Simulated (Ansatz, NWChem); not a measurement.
# Predicting a hybrid from its neighbours: SO2F2

SO2F2: 5 atoms, total charge 0, spin state singlet. As SMILES, `O=S(=O)(F)F`. The coordinates come from a PBE0-D4/def2-TZVP relaxation.

The vertical energy of the triplet above the singlet y, in eV, basis 6-311+G(d,p); a is the functional's share of exact exchange. Programs: Ansatz 0.2.0, NWChem 7.3.0.

```
functional  program     a  y (eV)
    revPBE   Ansatz     0    7.31
      TPSS   NWChem     0    7.43
     B3LYP   Ansatz   0.2       ?
      PBE0   Ansatz  0.25    7.88
     BHLYP   Ansatz   0.5    8.25
```

Problem. Fit y = c + s·a to the known rows and predict B3LYP.

Solution. 
1. Means of the 4 rows: a = 0.1875, y = 7.717.
2. Σ(Δa)² = 0.17188, Σ(Δa·Δy) = 0.30688, so the slope is 0.30688/0.17188 = 1.7854.
3. Intercept: 7.717 − (1.7854) × 0.1875 = 7.382. The largest residual of the fit is 0.072.
4. B3LYP: 7.382 + (1.7854) × 0.2 = 7.74 eV.

The run gave 7.71 eV, so the prediction is off by +0.03 eV, within the scatter of the fit. The rows mix families of semi-local functionals, which the line can't see.
